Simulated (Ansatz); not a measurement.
`CC(O)(F)F` + H₂O → `CC(O)(O)F` + H–F  (formal hydrolysis of a C–F bond)

Isolated molecules relaxed with PBE0-D4/def2-TZVP in Ansatz; ΔE leaves out vibrations. CCSD(T)/CBS adds triple-zeta CCSD(T) − MP2 to the extrapolated MP2 energy (def2 sets, frozen cores). This one scheme is used for every species. Functionals use def2-TZVPP. B3LYP here is the variant with VWN-RPA as its local correlation; programs differ in this. Each species was taken in one conformer, which may not be the lowest.

`CC(O)(F)F`:

```xyz
9

C     0.757    0.716    0.049
C    -0.321   -0.296   -0.197
O    -0.798   -0.798    0.966
F    -1.341    0.255   -0.919
F     0.143   -1.310   -0.985
H     1.577    0.245    0.588
H     0.354    1.535    0.643
H     1.115    1.096   -0.906
H    -1.487   -1.442    0.761
```

H₂O:

```xyz
3

O     0.319    0.223   -0.008
H     0.221   -0.644    0.393
H    -0.541    0.421   -0.385
```

`CC(O)(O)F`:

```xyz
10

C    -0.671    0.232    0.875
C     0.268    0.067   -0.291
O     1.555    0.193    0.127
O     0.147   -1.135   -0.964
F    -0.022    1.074   -1.214
H    -1.704    0.190    0.528
H    -0.496   -0.568    1.594
H    -0.497    1.195    1.353
H     2.124   -0.098   -0.595
H    -0.704   -1.150   -1.413
```

H–F:

```xyz
2

F     0.148    0.307    0.309
H    -0.148   -0.307   -0.309
```

Problem. Is it downhill or uphill in electronic energy at CCSD(T)/CBS, and by how much? (An estimate is asked.)

Solution. Ansatz gave: Uphill: ΔE = +4.1 kJ/mol.

Problem. What do these levels give: PBE-D4, ωB97M-V, PBE, r2SCAN, PBE0, B3LYP, HF/def2-TZVPP, CCSD/def2-TZVPP, CCSD(T)/def2-TZVPP, HF/def2-QZVPP, MP2/def2-QZVPP, HF/CBS(def2)? (Best estimate.)

Solution. Ansatz gave: PBE-D4 7.8, ωB97M-V 9.0, PBE 9.6, r2SCAN 11.0, PBE0 8.6, B3LYP 12.1, HF/def2-TZVPP 15.1, CCSD/def2-TZVPP 6.1, CCSD(T)/def2-TZVPP 4.8, HF/def2-QZVPP 15.5, MP2/def2-QZVPP 1.5, HF/CBS(def2) 15.5 kJ/mol.

Largest T1 diagnostic among the species: 0.011.

In def2-TZVPP, CCSD(T) changes the Hartree–Fock value by −10.2 kJ/mol (the triples alone add −1.2 kJ/mol) and MP2 by −13.2 kJ/mol.
